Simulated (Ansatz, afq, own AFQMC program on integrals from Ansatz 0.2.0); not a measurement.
**GeH₅O, doublet: AFQMC among the cluster methods**

```xyz
7

O    -2.2795   -0.0100    0.0000
H    -2.5288    0.9166    0.0000
H    -1.0195   -0.0100    0.0000
Ge    0.5105   -0.0100    0.0000
H     0.9792   -1.4759    0.0000
H     0.9792    0.7230   -1.2695
H     0.9792    0.7230    1.2695
```

Basis cc-pVDZ. Noble-gas cores (and the filled d shells of Ga–Kr and In–Xe) are frozen. AFQMC by an in-house program on the Cholesky factors that Ansatz 0.2.0 writes for its CCSD(T) run. The CISD trial takes its coefficients from CCSD amplitudes. Released means that phaseless walkers are propagated on without the constraint, phases kept. Uncertainties: one standard error, sampling alone. No spin–orbit coupling.

Determinant: UHF, the one that the program's search chose, which needn't be the lowest solution. The geometry is a point of a scan.

No full CI on the walks' own integrals is used here; CCSDT(Q) serves as the reference and is uncertain by about the last step of the cluster series.

Cautions: no relativity below Rb; no spin-orbit coupling; inner d shell frozen.

The T1 diagnostic is 0.0216, the weight of the determinant in the CISD state is 0.866 and the ⟨S²⟩ of the determinant is 0.779. The size of the correlated space is 15 electrons in 51 orbitals.

Reference: CCSDT(Q), correlation energy -9.318 eV. The released energy is read at 1.50 1/Eh (meV from the phaseless value at times in 1/Eh: -8 ± 4 at 0.24, -13 ± 4 at 0.51, -5 ± 3 at 0.99, -6 ± 5 at 1.50).

```tsv
level	E − E(reference) (kJ/mol)	share of correlation (%)
HF	899.1	0.00
MP2	130.8	85.45
CCSD	21.8	97.58
CCSD(T)	4.3	99.53
CCSDT	1.7	99.81
ph-AFQMC/CISD	1.1 ± 0.3	99.88
released AFQMC	0.5 ± 0.5	99.94
```

A walk keeps the symmetry of its determinant, which the program's search chose and which needn't be the lowest solution, so a lower state of the same spin and another symmetry isn't excluded. Released energies are given only where the last usable release times agree within the noise; a slower fall can still hide under it.
